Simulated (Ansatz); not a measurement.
A calculation with Ansatz (development build ahead of 0.2.0).

```yaml
crystal:
  periodic: [false, false, false]
  atoms:
    - { symbol: C, position_ang: [0.0, 0.0, 0.0] }
    - { symbol: H, position_ang: [1.07609, 0.0, 0.0] }
    - { symbol: H, position_ang: [-2.10538, 0.0, 0.0] }
basis:
  gaussian: { orbitals: "6-31G" }
magnetization:
  initial_magnetization: 2
hamiltonian:
  xc: hf
correlation:
  method: fci
  frozen_orbitals: { C: 1, H: 0 }
```

The input is written out in the form of the current development build from the run's settings.

The run gave:

```json
{"Converged": "yes", "Total energy": "-38.83487 hartree", "State": "lowest triplet root, of any spatial symmetry"}
```
